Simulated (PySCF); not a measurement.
Species: C₂H₇B.
Atom-mapped SMILES: `[BH2:1][CH2:2][CH3:3]` (hydrogens: H4, H5 on B1; H6, H7 on C2; H8, H9, H10 on C3)

Structure used (PBE0-D3(BJ)/def2-SVP), in Å, numbered top down from 1:
```xyz
10
C2H7B angstrom
B      1.3758    0.5003    0.1434
C      0.1335   -0.4143   -0.0615
C     -1.1667   -0.0495    0.6426
H      2.4392    0.1826   -0.3439
H      1.3168    1.5444    0.7582
H     -0.0034   -0.4438   -1.1645
H      0.4407   -1.4559    0.1589
H     -1.0445   -0.0624    1.7369
H     -1.9872   -0.7415    0.3957
H     -1.4970    0.9650    0.3699
```

Method: EOM-IP-CCSD/aug-cc-pVDZ in PySCF, restricted Hartree–Fock reference, frozen core, non-relativistic, gas phase, PBE0-D3(BJ)/def2-SVP geometry.

The vertical ionisation energies are 11.32, 11.74, 12.49, 13.45, 14.61, 15.21, 16.87 eV.

Q: Which Hartree–Fock orbital leads each hole, and what is its Koopmans value −ε?

A: 
```
leading hole (HF orbital)  Koopmans (eV)  EOM-IP-CCSD (eV)  change (eV)  one-hole share
                     HOMO          12.14             11.32        -0.82            0.96
                   HOMO-1          12.41             11.74        -0.67            0.96
                   HOMO-2          13.17             12.49        -0.68            0.96
                   HOMO-3          14.34             13.45        -0.89            0.95
                   HOMO-4          15.58             14.61        -0.97            0.95
                   HOMO-5          16.17             15.21        -0.96            0.95
                   HOMO-6          18.09             16.87        -1.22            0.93
```

Q: Does the order of the lines follow the orbital energies?

A: Yes, no two lines change places. The corrections run from -1.22 to -0.67 eV, with a mean of -0.89 eV over the 7 lines; no line lies above its Koopmans value. Koopmans values leave out both the relaxation of the orbitals and the change in correlation energy.

Q: At what kinetic energies would He I light (21.22 eV) eject these electrons?

A: 9.90 eV (HOMO), 9.48 eV (HOMO-1), 8.73 eV (HOMO-2), 7.77 eV (HOMO-3), 6.61 eV (HOMO-4), 6.01 eV (HOMO-5), 4.35 eV (HOMO-6).

Q: What total energy has the lowest final state, and which wavelength reaches it?

A: E(CCSD) + ionisation energy = -104.92414 + 0.41597 = -104.50817 Eh, at the geometry of the initial state. The threshold wavelength is 1239.84 eV nm/11.32 eV = 109.5 nm.

One root was sought for each valence orbital with −ε under 21 eV, eight at most, so deeper holes and satellites are missing; no vibrational structure.

One conformer stands for the species.
